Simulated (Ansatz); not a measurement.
Start from `C=CC(=C)O` and change one atom or group to get `C=CC(=C)CC`.

Ansatz, PBE0-D4/def2-TZVP geometries, multiplicity 1. Each molecule was computed in one conformer, which needn't be the lowest.

```csv
property,`C=CC(=C)O`
LUMO energy (PBE0/def2-TZVPP) / eV,-0.73
HOMO–LUMO gap (PBE0/def2-TZVPP) / eV,5.78
LUMO energy (PBE/def2-TZVPP) / eV,-1.65
HOMO–LUMO gap (ωB97M-V/def2-TZVPP) / eV,9.96
HOMO–LUMO gap (PBE/def2-TZVPP) / eV,3.80
HOMO energy (B3LYP/def2-TZVPP) / eV,-6.31
```

(1) What does the change do to each property? (Estimate.)

Answers

(1) The calculation gave: 
```csv
property,`C=CC(=C)CC`,shift
LUMO energy (PBE0/def2-TZVPP) / eV,-0.79,-0.06
HOMO–LUMO gap (PBE0/def2-TZVPP) / eV,5.89,0.11
LUMO energy (PBE/def2-TZVPP) / eV,-1.74,-0.09
HOMO–LUMO gap (ωB97M-V/def2-TZVPP) / eV,10.03,0.07
HOMO–LUMO gap (PBE/def2-TZVPP) / eV,3.97,0.17
HOMO energy (B3LYP/def2-TZVPP) / eV,-6.47,-0.16
```

With PBE0 the HOMO falls by 0.17 eV and the LUMO falls by 0.06 eV, so the gap widens by about 0.11 eV. PBE moves the HOMO by -0.26 eV and ωB97M-V by -0.16 eV.

B3LYP here is the variant with VWN-RPA as its local correlation; programs differ in this.
